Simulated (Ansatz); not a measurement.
Relaxation of B$_{2}$H$_{4}$ (6 atoms, charge 0, multiplicity 1), to a largest force component of 0.02 eV/Å in at most 50 steps.

These are results of Ansatz 0.2.0, UKS PBE0-D4/def2-SVP, not measurements.

```xyz
6
Properties=species:S:1:pos:R:3
B -0.209 -0.836 -0.074
B 0.238 0.776 0.079
H -0.621 -1.408 0.851
H -0.208 -1.283 -1.159
H 0.908 -1.140 0.100
H 0.267 1.297 1.147
```

Task: Where does it end, and by what steps?

Result: It converged. After 11 steps the energy has fallen by 2.760 eV; B2 moved furthest, 0.63 Å. Joined: B2–H3, B2–H5.

| step | energy less start (eV) | largest force component (eV/Å) | accepted |
| --- | --- | --- | --- |
| 0 | 0.0000 | 4.150 | yes |
| 1 | -1.3870 | 2.010 | yes |
| 2 | -1.9912 | 1.145 | yes |
| 3 | -2.2358 | 0.781 | yes |
| 4 | -2.4080 | 0.648 | yes |
| 5 | -2.4297 | 1.087 | yes |
| 6 | -2.4951 | 0.548 | yes |
| 7 | -2.6669 | 0.456 | yes |
| 8 | -2.7077 | 0.778 | yes |
| 9 | -2.7592 | 0.140 | yes |
| 10 | -2.7600 | 0.036 | yes |
| 11 | -2.7600 | 0.002 | yes |

```xyz
6
Properties=species:S:1:pos:R:3
B -0.177 -0.799 -0.497
B 0.093 0.296 0.455
H -0.599 -0.826 0.798
H -0.347 -1.759 -1.179
H 1.046 -0.596 0.065
H 0.358 1.091 1.300
```

Whether the end is a true minimum wasn't checked by a vibrational analysis.

Time of the run: 12 s on 1 thread of Intel(R) Xeon(R) Platinum 8488C (Sapphire Rapids), on a shared host, peak memory 0.12 GiB.
